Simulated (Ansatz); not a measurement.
# CH2Al: the cost of one run

Method: def2-QZVPP, core rule «outside noble gas», up to 6 orbitals frozen; program: Ansatz 0.2.0, Gaussian basis.

To be run: UHF; ROHF; CCSD(T) on UHF.

## 1. The system

The geometry is a PBE0/def2-TZVP stationary point (not a proven minimum) of the parent state, kept for this charge and spin.

4 atoms, charge 0, spin multiplicity 2.

Atoms are counted from 1 here; the program's logs count them from 0.

Bond lengths: Al1–C2 1.923 Å, Al1–H3 1.613 Å, C2–H4 1.088 Å. Angles: C2–Al1–H3 117.5°, Al1–C2–H4 152.8°.

## 2. UHF

in.yaml

```yaml
crystal:
  periodic: [false, false, false]
  atoms:
    - {symbol: Al, position_ang: [0.000000, -0.074388, 0.613390]}
    - {symbol: C, position_ang: [0.000000, 0.010117, -1.308029]}
    - {symbol: H, position_ang: [0.000000, 1.321704, 1.420502]}
    - {symbol: H, position_ang: [0.000000, 0.549036, -2.253748]}
basis:
  gaussian: {orbitals: "def2-QZVPP.json"}
magnetization: {spin_polarized: true, initial_magnetization: 1}
hamiltonian: {xc: hf}
output: {orbitals: {seedname: orbitals}}
```

Launch:

```console
$ ansatz run in.yaml --threads 1 --pin off --events-out ev --progress --plain --max-ram 2393MiB
```

What time and memory should one allow on 1 thread of Arm Neoverse V2, shared host?

About 27 s, with a peak of 0.37 GiB.
